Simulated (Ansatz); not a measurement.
MgMeCl (CH3ClMg). Charge 0, multiplicity 1. Geometry r2SCAN-D4/def2-TZVP; atoms count from 1.

```xyz
6

Mg   -1.187   -0.262    0.033
C     0.830    0.196   -0.012
H     1.107    0.916    0.763
H     1.123    0.628   -0.974
H     1.447   -0.695    0.141
Cl   -3.319   -0.783    0.049
```

Q: Estimate the Mulliken populations from the PBE0/def2-TZVP orbitals of Ansatz.

A: 
| atom | charge (e) |
| --- | --- |
| Mg1 | 0.79 |
| C2 | -0.79 |
| H3 | 0.15 |
| H4 | 0.15 |
| H5 | 0.15 |
| Cl6 | -0.46 |
Mulliken values depend strongly on the basis.

Q: And the Mayer bond orders between heavy atoms (over 0.3)?

A: Mg1–C2 0.88 (2.07 Å); Mg1–Cl6 0.92 (2.19 Å).
